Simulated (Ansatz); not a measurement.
`CBF`. Total charge 0; spin multiplicity 1.

```xyz
7

C    -0.472    0.249    0.434
B     0.592   -0.306   -0.551
F     1.352   -1.339   -0.212
H    -0.513   -0.281    1.387
H    -1.462    0.214   -0.036
H    -0.282    1.311    0.623
H     0.785    0.152   -1.646
```

(1) List the harmonic frequencies (cm⁻¹, unscaled) at PBE0-D4/def2-TZVP in Ansatz. (Best estimate.)

(2) Is this a minimum?

(3) Give the ideal-gas thermochemistry at 298.15 K and 1 bar (rigid rotor, harmonic oscillator; point group Cs, symmetry number 1).

(4) And at 400, 500, 600, 800 and 1000 K?

## Answers

(1) The calculation gave: 67, 396, 624, 785, 996, 1027, 1118, 1300, 1367, 1446, 1459, 2596, 3038, 3097, 3144.

(2) Yes, all 15 modes are real.

(3) Zero-point energy 134.3 kJ/mol; H(298) − E = 148.1 kJ/mol; entropy 274.8 J/(mol·K), of which translation 156.6, rotation 92.4, vibration 25.8; G(298) − E = 66.2 kJ/mol. Modes under 100 cm⁻¹ are hindered rotations or soft bends, so the harmonic entropy is rough.

(4) 
```csv
T (K),H − E (kJ/mol),S (J/mol/K),G − E (kJ/mol)
400,154.9,294.4,37.2
500,162.8,311.9,6.8
600,171.6,328.0,-25.2
800,191.8,356.9,-93.7
1000,214.5,382.2,-167.7
```
